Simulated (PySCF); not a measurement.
cyclopropylmethylamine (NCC1CC1, C4H9N)

Cartesian coordinates in Å; atom numbers follow the order of the lines, from 1:
```xyz
14

N     1.9916   -0.4587    0.4808
C     0.6878   -0.9042    0.0160
C    -0.3849    0.0190    0.5111
C    -0.7032    1.2551   -0.2776
C    -1.6805    0.1191   -0.2263
H     2.7252   -1.0675    0.1414
H     2.1841    0.4715    0.1289
H     0.6025   -0.9737   -1.0820
H     0.5151   -1.9124    0.4079
H    -0.4254    0.1156    1.5910
H    -0.9433    2.1659    0.2558
H    -0.1649    1.4071   -1.2068
H    -1.8010   -0.4824   -1.1197
H    -2.5878    0.2508    0.3493
```

Theory: quadratic response CAM-B3LYP/def2-TZVPD first hyperpolarisability, Taylor convention, gas phase (PySCF 2.14.0). Geometry: PBE0-D3(BJ)/def2-TZVP.

(1) Give the tensor of the second harmonic β(−2ω;ω,ω) at 1064 nm in the axes of these coordinates.

Answers

(1) In au, Taylor convention; rows are the first index (the induced dipole):
```
      xx    yy    zz     xy     xz    yz
x   +7.5  -5.8  +4.1  +16.9  +22.5  +6.4
y  +17.2  -5.5  -3.2   -5.3   +6.3  +8.5
z  +22.0  +8.3  +9.7   +6.3   +2.0  -3.5
```
Norm of βᵢ = ⅓ Σⱼ (βᵢⱼⱼ + βⱼᵢⱼ + βⱼⱼᵢ): 41.5 au, hyper-Rayleigh value 20.7 au.
